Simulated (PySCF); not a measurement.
Stepwise substitution at one centre (Si F-SH). All species are isolated molecules in the gas phase. One relaxed conformer stands for each flexible species; it need not be the lowest. Strings in code marks are SMILES.

The S1 excitation (TDA) from two functionals at the same geometries (PBE0-D3(BJ)/def2-TZVP), both in PySCF: PBE-D3(BJ)/def2-TZVP and TPSSh-D3(BJ)/def2-TZVP. Excitations are Tamm–Dancoff values on a coarser integration grid. The basis has no diffuse functions, so Rydberg states are missing or too high.

```json
[
 {"species": "0 of 4 F replaced by SH (`F[Si](F)(F)F`)", "TPSSh-D3(BJ)/def2-TZVP (eV)": "11.02"},
 {"species": "1 of 4 F replaced by SH", "TPSSh-D3(BJ)/def2-TZVP (eV)": "6.62"},
 {"species": "3 of 4 F replaced by SH (`F[Si](S)(S)S`)", "TPSSh-D3(BJ)/def2-TZVP (eV)": "5.95"},
 {"species": "4 of 4 F replaced by SH (`S[Si](S)(S)S`)", "TPSSh-D3(BJ)/def2-TZVP (eV)": "5.67"}
]
```

**Question.** What does PBE-D3(BJ)/def2-TZVP give for each?

**Answer.** 
- 0 of 4 F replaced by SH (`F[Si](F)(F)F`): 10.17
- 1 of 4 F replaced by SH: 6.34
- 3 of 4 F replaced by SH (`F[Si](S)(S)S`): 5.47
- 4 of 4 F replaced by SH (`S[Si](S)(S)S`): 5.12
Over these rows, drawn at random from the members with no instability flagged (it was tested for open shells, ions and some series alone), PBE minus TPSSh-D3(BJ): mean -0.54 eV, from -0.84 eV to -0.28 eV.
